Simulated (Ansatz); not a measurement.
**NHO (quintet): from Hartree-Fock to the top rungs, cc-pVTZ**

One table from this session's results is given with a row withheld; the runs are named, their logs left out.

Computed with Ansatz 0.2.0, Gaussian basis. Level: cc-pVTZ, core rule «outside noble gas», up to 2 orbitals frozen.

The runs, in order: UHF; CCSD(T) on ROHF; CCSD(T) on UHF; BCCD(T) on ROHF; CCSDT(Q) on ROHF; CCSDT(Q) on UHF; CASSCF and MRCISD+Q, 12 electrons in 9 orbitals; CASSCF and NEVPT2, 12 electrons in 9 orbitals.

6 further runs of the same task are left out: 6 set aside as unsound or not needed.

## The system

The geometry is a PBE0/def2-TZVP stationary point (not a proven minimum) of the parent state, kept for this charge and spin.

3 atoms, charge 0, spin multiplicity 5.

Atoms are counted from 1 here; the program's logs count them from 0.

Bond lengths: N1–O2 1.213 Å, N1–H3 1.028 Å. Angles: O2–N1–H3 120.0°.

Set-up of the first run:

The input, in.yaml:

```yaml
crystal:
  periodic: [false, false, false]
  atoms:
    - {symbol: N, position_ang: [0.000000, -0.123149, 0.597204]}
    - {symbol: O, position_ang: [0.000000, 0.065186, -0.601149]}
    - {symbol: H, position_ang: [0.000000, 0.676603, 1.243294]}
basis:
  gaussian: {orbitals: cc-pVTZ}
magnetization: {spin_polarized: true, initial_magnetization: 4}
hamiltonian: {xc: hf}
output: {orbitals: {seedname: orbitals}}
```

Run with:

```
$ ansatz run in.yaml --threads 1 --pin off --events-out ev --progress --plain --max-ram 4096MiB --backend cpu
```

Steps of the session up to this table: UHF; CCSD(T) on ROHF; CCSD(T) on UHF; BCCD(T) on ROHF; CCSDT(Q) on ROHF; CCSDT(Q) on UHF; CASSCF and MRCISD+Q, 12 electrons in 9 orbitals; CASSCF and NEVPT2, 12 electrons in 9 orbitals.

One of the session's tables, all rows but one given; the rest of the session is left out.

```
          method  from UCCSDT(Q) (kJ/mol)
            ROHF                   +969.6
             UHF                   +935.2
            RMP2                    +99.0
            UMP2                   +103.3
           RCCSD                    +33.7
           UCCSD                    +32.7
        RCCSD(T)                     +3.7
        UCCSD(T)                     +3.6
         BCCD(T)                     +3.7
          RCCSDT                     +1.6
          UCCSDT                        ?
       RCCSDT(Q)                     +0.5
       UCCSDT(Q)                        0
  CASSCF valence                   +851.6
  NEVPT2 valence                   +138.7
  MRCISD valence                    +67.4
MRCISD+Q valence                    +13.2
```

Estimate the missing values for UCCSDT.

As computed: from UCCSDT(Q) (kJ/mol): +1.3. In the column «from UCCSDT(Q) (kJ/mol)» it lies between RCCSDT(Q) (+0.5) and RCCSDT (+1.6).

Caveats from the session: Restricted and unrestricted rows rest on different reference determinants; where their highest levels disagree by more than a few hundredths of an eV, they describe different states and don't form one ladder.
